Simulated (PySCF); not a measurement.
Compound: AlFH₅N.
Structure used (PBE0-D3(BJ)/def2-SVP), in Å, numbered top down from 1:
```xyz
8
AlFH5N angstrom
N     -0.9693    0.0186   -0.1415
Al     1.0681   -0.1024    0.1227
F      1.2779    1.5398    0.4723
H     -1.4076    0.3824    0.7066
H     -1.1898    0.6685   -0.8981
H     -1.4138   -0.8744   -0.3599
H      1.5396   -0.5643   -1.3335
H      1.1495   -1.0861    1.3806
```

Jobs on this species (8 atoms, 34 electrons) with PySCF (density fitting). Hardware of each: Arm Neoverse V2, one thread (shared host). Times come from a shared host and carry two figures at best. Peak memory is the resident size of the whole Python process, interpreter and libraries included.

```csv
level and settings,work,basis functions,SCF cycles,wall time,peak memory
"delta-SCF UKS B3LYP, pcX-2 on the ionised atom, pcseg-1 elsewhere, spin-free X2C","ΔSCF core ionisation, 4 holes",113,?,?,?
"delta-SCF UKS PBE0, pcX-2 on the ionised atom, pcseg-1 elsewhere, spin-free X2C","ΔSCF core ionisation, 4 holes",113,47,7.0 s,0.41 GiB
"delta-SCF UKS SCAN, pcX-2 on the ionised atom, pcseg-1 elsewhere, non-relativistic","ΔSCF core ionisation, 4 holes",113,51,6.9 s,0.41 GiB
"delta-SCF UKS HF, pcX-2 on the ionised atom, pcseg-1 elsewhere, spin-free X2C","ΔSCF core ionisation, 4 holes",113,48,3.6 s,0.41 GiB
"delta-SCF UKS SCAN, def2-TZVP on the ionised atom, pcseg-1 elsewhere, spin-free X2C","ΔSCF core ionisation, 4 holes",90,50,6.4 s,0.41 GiB
"PBE0-D3(BJ)/def2-SVP, grid level 1",geometry optimisation from a GFN2-xTB start shaken at random,71,47,8.3 s,0.31 GiB
"delta-SCF UKS PBE, pcX-2 on the ionised atom, pcseg-1 elsewhere, spin-free X2C","ΔSCF core ionisation, 4 holes",113,51,4.7 s,0.41 GiB
"delta-SCF UKS SCAN, pcX-2 on the ionised atom, pcseg-1 elsewhere, spin-free X2C","ΔSCF core ionisation, 4 holes",113,52,7.5 s,0.34 GiB
"delta-SCF UKS SCAN, pcX-1 on the ionised atom, pcseg-1 elsewhere, spin-free X2C","ΔSCF core ionisation, 4 holes",93,51,5.7 s,0.41 GiB
```

**Question.** Fill in the missing figures.

**Answer.** 
- delta-SCF UKS B3LYP, pcX-2 on the ionised atom, pcseg-1 elsewhere, spin-free X2C; ΔSCF core ionisation, 4 holes: 7.2 s, 0.41 GiB, 47 SCF cycles

**Question.** What do all jobs in the table cost together?

**Answer.** About 57 s; the longest takes about 14 % of that, and about 2.3 times as long as the shortest.
